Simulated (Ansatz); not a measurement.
Relaxation of CHO3 (5 atoms, charge -1, multiplicity 1), to a largest force component of 0.02 eV/Å in at most 50 steps.

Theory: Ansatz, RKS PBE/def2-SVP.

```xyz
5
Properties=species:S:1:pos:R:3
O 0.174 -1.134 -0.645
C 0.208 -0.322 0.278
O 0.627 -0.398 1.420
O -0.362 0.973 -0.068
H -0.647 0.882 -0.985
```

**Question.** Where does it end, and by what steps?

**Answer.** The run converged. Limits of this set-up: an anion without diffuse functions, the dipole of an ion depends on the origin. After 6 steps the energy has fallen by 0.084 eV; H5 moved furthest, 0.06 Å.

```
step  energy less start (eV)  largest force component (eV/Å)  accepted
   0                  0.0000                           2.030       yes
   1                 -0.0725                           0.441       yes
   2                 -0.0813                           0.155       yes
   3                 -0.0815                           0.156       yes
   4                 -0.0573                           0.982        no
   5                 -0.0843                           0.069       yes
   6                 -0.0844                           0.001       yes
```

```xyz
5
Properties=species:S:1:pos:R:3
O 0.155 -1.120 -0.684
C 0.202 -0.307 0.277
O 0.634 -0.395 1.441
O -0.367 1.000 -0.054
H -0.624 0.822 -0.980
```

Whether the end is a true minimum wasn't checked by a vibrational analysis.

The run took 6.3 s on 1 thread of Intel(R) Xeon(R) Platinum 8488C (Sapphire Rapids) (shared host), peak memory 0.12 GiB.
